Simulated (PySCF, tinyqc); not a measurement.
Worked calculation (part 2 of 2): CCD on RHF in the sto-6g basis, for CH2, spin multiplicity 1. The lowest restricted solution is unstable here: a spin-polarised one lies 0.0301 hartree lower (PySCF). Computed by tinyqc, a small Python program that keeps every step (integrals from PySCF). Command: `OMP_NUM_THREADS=1 python tinyqc.py 27106 27107 out.jsonl` (the two numbers bound the seeds that draw the settings). One thread of a shared host (Intel(R) Xeon(R) Processor @ 2.60GHz), about 0.2 s of CPU time with the checks.

Geometry (angstrom):
```
atom       x        y       z
C     0.0000   0.0000  0.0000
H     0.0000   1.0070  0.6820
H     0.0000  -0.9820  0.6650
```

## CCD: starting amplitudes

orbital energies (hartree): MO1 -11.1520, MO2 -0.7978, MO3 -0.4918, MO4 -0.2995, MO5 0.2282, MO6 0.5564, MO7 0.6287

Given earlier and not repeated: Two-electron integrals over orbitals (pq|rs).

t_ij^ab = <ij||ab> / (e_i + e_j - e_a - e_b), whose energy is MP2.

Starting amplitudes (spin orbitals 1a, 1b, ...; amplitudes related by a flip of all spins are not repeated; the 24 largest):
```
from      to        t
3a 3b  7a 7b  -0.0530
4a 4b  5a 5b  -0.0486
2a 2b  5a 5b  -0.0443
3a 3b  6a 6b  -0.0409
2a 2b  6a 6b  -0.0352
4a 4b  7a 7b  -0.0338
2a 3b  6a 7b   0.0285
2a 4b  5a 5b   0.0261
4a 4b  6a 6b  -0.0242
3a 4b  6b 7a  -0.0237
2a 4b  6a 6b  -0.0219
2a 2b  7a 7b  -0.0202
3a 4b  6a 7b   0.0193
2a 3b  6b 7a  -0.0169
3a 3b  5a 5b  -0.0133
2a 3a  6a 7a   0.0116
3a 4b  6a 6b  -0.0097
2a 3b  6a 6b  -0.0091
2a 3b  7a 7b   0.0090
3a 4b  7a 7b   0.0077
2a 4b  6b 7a   0.0049
2a 4b  6a 7b  -0.0048
3a 4a  6a 7a  -0.0044
3a 3b  6a 7b   0.0042
```

correlation energy = -0.040461 hartree

## CCD: amplitude update 1

t_ij^ab D_ij^ab are set to the remaining terms of the spin-orbital equations, evaluated with the old amplitudes; for the doubles these are <ij||ab> + 1/2 <ab||ef> t_ij^ef + 1/2 <mn||ij> t_mn^ab + P(ij)P(ab) <mb||ej> t_im^ae + terms in t^2, D the orbital-energy denominators.

Amplitudes after update 1 (spin orbitals 1a, 1b, ...; amplitudes related by a flip of all spins are not repeated; the 24 largest):
```
from      to        t
4a 4b  5a 5b  -0.0818
3a 3b  7a 7b  -0.0686
2a 2b  5a 5b  -0.0590
3a 3b  6a 6b  -0.0548
4a 4b  7a 7b  -0.0439
2a 2b  6a 6b  -0.0434
2a 4b  5a 5b   0.0425
2a 3b  6a 7b   0.0377
3a 4b  6b 7a  -0.0321
2a 4b  6a 6b  -0.0319
4a 4b  6a 6b  -0.0299
3a 4b  6a 7b   0.0286
2a 3b  6b 7a  -0.0262
2a 2b  7a 7b  -0.0243
3a 4b  6a 6b  -0.0137
3a 3b  5a 5b  -0.0130
2a 3b  6a 6b  -0.0129
2a 3b  7a 7b   0.0126
2a 3a  6a 7a   0.0115
3a 4b  7a 7b   0.0107
2a 4b  6b 7a   0.0065
2a 4b  6a 7b  -0.0065
3a 3b  6a 7b   0.0054
2a 2b  6a 7b  -0.0046
```

correlation energy = -0.054972 hartree

## CCD: amplitude update 2

As before.

Amplitudes after update 2 (spin orbitals 1a, 1b, ...; amplitudes related by a flip of all spins are not repeated; the 24 largest):
```
from      to        t
4a 4b  5a 5b  -0.1063
3a 3b  7a 7b  -0.0740
2a 2b  5a 5b  -0.0642
3a 3b  6a 6b  -0.0598
2a 4b  5a 5b   0.0517
4a 4b  7a 7b  -0.0469
2a 2b  6a 6b  -0.0458
2a 3b  6a 7b   0.0404
2a 4b  6a 6b  -0.0361
3a 4b  6b 7a  -0.0352
3a 4b  6a 7b   0.0327
4a 4b  6a 6b  -0.0318
2a 3b  6b 7a  -0.0301
2a 2b  7a 7b  -0.0252
3a 4b  6a 6b  -0.0154
2a 3b  6a 6b  -0.0142
2a 3b  7a 7b   0.0139
3a 4b  7a 7b   0.0119
3a 3b  5a 5b  -0.0108
2a 3a  6a 7a   0.0103
2a 4b  6a 7b  -0.0071
2a 4b  6b 7a   0.0071
3a 3b  6a 7b   0.0058
2a 2b  6a 7b  -0.0050
```

correlation energy = -0.060893 hartree

## CCD: convergence

E_corr = 1/4 sum <ij||ab> t_ij^ab; stop when the norm of the change is below 1e-8.

Course of the amplitude iterations:
```
update  correlation energy (hartree)  norm of the change
0                          -0.040461                   -
1                          -0.054972            1.18e-01
2                          -0.060893            6.44e-02
3                          -0.067014            4.20e-02
4                          -0.067422            1.94e-02
5                          -0.067787            6.85e-03
6                          -0.067726            1.02e-03
7                          -0.067758            2.32e-04
8                          -0.067752            4.92e-05
9                          -0.067753            8.31e-06
10                         -0.067753            4.53e-06
11                         -0.067753            1.15e-06
12                         -0.067753            3.04e-07
13                         -0.067753            7.66e-08
14                         -0.067753            2.73e-08
15                         -0.067753            3.96e-09
```

Converged amplitudes (spin orbitals 1a, 1b, ...; amplitudes related by a flip of all spins are not repeated; the 24 largest):
```
from      to        t
4a 4b  5a 5b  -0.1960
3a 3b  7a 7b  -0.0776
2a 2b  5a 5b  -0.0630
3a 3b  6a 6b  -0.0624
2a 4b  5a 5b   0.0591
2a 2b  6a 6b  -0.0474
4a 4b  7a 7b  -0.0465
2a 3b  6a 7b   0.0416
2a 4b  6a 6b  -0.0391
3a 4b  6b 7a  -0.0372
3a 4b  6a 7b   0.0358
2a 3b  6b 7a  -0.0327
4a 4b  6a 6b  -0.0308
2a 2b  7a 7b  -0.0253
3a 4b  6a 6b  -0.0167
2a 3b  6a 6b  -0.0150
2a 3b  7a 7b   0.0147
3a 4b  7a 7b   0.0127
2a 3a  6a 7a   0.0089
2a 4b  6a 7b  -0.0075
2a 4b  6b 7a   0.0074
3a 3b  6a 7b   0.0062
2a 2b  6a 7b  -0.0054
3a 3b  5a 5b  -0.0050
```

CCD total energy = -38.802378 hartree

Converged in 15 updates, with DIIS from the third.
